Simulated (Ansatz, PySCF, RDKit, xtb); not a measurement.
**Which structure has the formula C2H6Mg?**

Given the formula C2H6Mg and nothing else, which arrangement of the atoms is the most stable in the gas at 600 K, and what are its properties?

The funnel: GFN2-xTB relaxations, single points with a density functional, relaxations at PBE0-D4/def2-TZVP, harmonic vibrations, and a last energy at a higher level. All values are calculated.

7 further runs of the same task are left out: 7 set aside as unsound or not needed.

## 1. Candidates

A program enumerates the bonding patterns with one Lewis structure each (two rings at most, one unusual centre or charged pair), with their diastereomers. O–O, O–halogen and N–halogen bonds and N–N–N chains are not drawn. That gives 2 candidates.

```tsv
label	SMILES	spin
c628	[CH3][Mg][CH3]	singlet
c975	C[CH2][MgH]	singlet
```

Candidates are built by distance geometry, with a force field where one applies, in up to four conformers (letters a to d). 10 starts with atoms placed at random are added, to find patterns that the rules miss.

**Question.** With final energies at CCSD(T)/def2-TZVP, which structure will this search put lowest in free energy, and by what margin?

| quantity | value |
| --- | --- |
| lowest structure found | [CH3][Mg][CH3], singlet, D3d |
| next finalist | C[CH2][MgH], singlet, 15.7 kcal/mol higher in G |
| share at equilibrium, among the finalists | 100.0 % |
| harmonic wavenumbers, lowest and highest (PBE0-D4/def2-TZVP) | 11 and 3103 cm⁻¹ |
| rotational constants, same geometry | 2.701, 0.1159 cm⁻¹ |
| dipole moment (PBE0/def2-TZVPD) | 0.00 D |
| HOMO energy (PBE0/def2-TZVPD) | -6.46 eV |
| LUMO energy (PBE0/def2-TZVPD) | -0.53 eV |
| HOMO–LUMO gap (PBE0/def2-TZVPD) | 5.93 eV |
| lowest excitation (TD-B3LYP/def2-SVPD) | 5.07 eV (f = 0.000) |
| lowest triplet excitation, same level, Tamm-Dancoff | 4.23 eV |
| vertical ionisation energy | 8.44 eV |
| vertical electron affinity | -0.55 eV (unbound: the value depends on the basis) |
| vertical triplet less singlet | +4.13 eV |

The search ends on `[CH3][Mg][CH3]`. Among the finalists first place is clear (15.7 kcal/mol); structures outside the list aren't covered. r2SCAN-D4/def2-SVP, PBE0-D4/def2-TZVP, HF/def2-TZVP and MP2/def2-TZVP already put its bonding pattern lowest among the structures in one piece. Lowest found is not proven lowest: the search is finite, and each finalist counts with one conformer. Patterns outside the rules of the enumeration were met only by chance. Bonds to the alkali or alkaline-earth atom are largely ionic, and its place along soft bends is ill-defined.
